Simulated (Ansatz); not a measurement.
System: rock-salt BaO. Method: Hartree–Fock in Ansatz (plane waves, PAW).

Total energies, extrapolated to zero smearing (they compare only within this program, potentials and cutoff; free atoms with spin allowed, lowest state found):

| system | energy (eV/atom) |
|---|---|
| rock-salt BaO, relaxed | -3222.0693 |
| free Ba atom | -5881.4739 |
| free O atom | -556.4200 |

Q: Work out the cohesive energy per atom.

A: E_coh = [1 × (-5881.4739) + 1 × (-556.4200)]/2 − (-3222.0693) = 3.12 eV/atom. The reference value is 5.08 ± 0.03 eV/atom (worked out here from tabulated enthalpies at 298 K, copied from a table, unchecked, brought to a static lattice with a Debye model, atoms in their spin–orbit ground levels; inputs from the CRC Handbook), a difference of -1.96 eV/atom.

The PAW data were made under PBE.

Ansatz is a program for electronic structure.
